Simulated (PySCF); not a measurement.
Predicted microwave data (PBE0-D3(BJ)/def2-SVP geometry optimisation, gas phase in PySCF) for one isomer of C4H6S:

* Rotational constants: A = 15852, B = 1931, C = 1878 MHz
* Dipole components: |μa| = 3.11 D, |μb| = 0.00 D, |μc| = 0.33 D
* Inertial defect: -24.51 u·Å²
* κ: -0.99

Task: Which structure is it? (One computed conformer of each.)
A. `C1=CCSC1`
B. `[CH:1]#[C:2][CH2:3][S:4][CH3:5]` with C2–C3–S4–C5 62°
C. `[S:1]=[CH:2][CH:3]1[CH2:4][CH2:5]1` with S1–C2–C3–C4 -146°
D. `[CH2:1]=[CH:2][S:3][CH:4]=[CH2:5]` with C1–C2–S3–C4 -172°, C2–S3–C4–C5 -172°
E. `[CH3:1][CH2:2][CH:3]=[C:4]=[S:5]` with C1–C2–C3–C4 -114°
F. `[CH:1]#[C:2][S:3][CH2:4][CH3:5]` with C2–S3–C4–C5 64°

Result: C. It is S=CC1CC1, a near-prolate asymmetric top, point group Cs. The candidates at the same level (rigid rotor, commonest isotopes):

| SMILES | A (MHz) | B (MHz) | C (MHz) | μa (D) | μb (D) | μc (D) | Δ (u·Å²) | point group | rotor |
| --- | --- | --- | --- | --- | --- | --- | --- | --- | --- |
| C#CCSC | 7670 | 2529 | 2106 | 0.40 | 0.75 | 0.97 | -25.82 | C1 | asymmetric top |
| C=CSC=C | 19171 | 1987 | 1804 | 0.00 | 1.12 | 0.00 | -0.51 | C2 | near-prolate asymmetric top |
| CCC=C=S | 16495 | 1529 | 1496 | 1.61 | 0.30 | 0.02 | -23.32 | C1 | near-prolate asymmetric top |
| C#CSCC | 6426 | 2898 | 2164 | 1.31 | 1.05 | 0.56 | -19.57 | C1 | asymmetric top |
| C1=CCSC1 | 6637 | 4791 | 2883 | 1.82 | 0.00 | 0.00 | -6.36 | C2v | asymmetric top |
| S=CC1CC1 | 15852 | 1931 | 1878 | 3.11 | 0.00 | 0.33 | -24.51 | Cs | near-prolate asymmetric top |

`C1=CCSC1` has B 148 % too high; `C=CSC=C` has A 21 % too high; `C#CSCC` has A 59 % too low; `CCC=C=S` has B 21 % too low; `C#CCSC` has A 52 % too low. In the right answer the mirror of this Cs structure is the ac plane, so μb vanishes by symmetry. No structure here is proved a minimum.
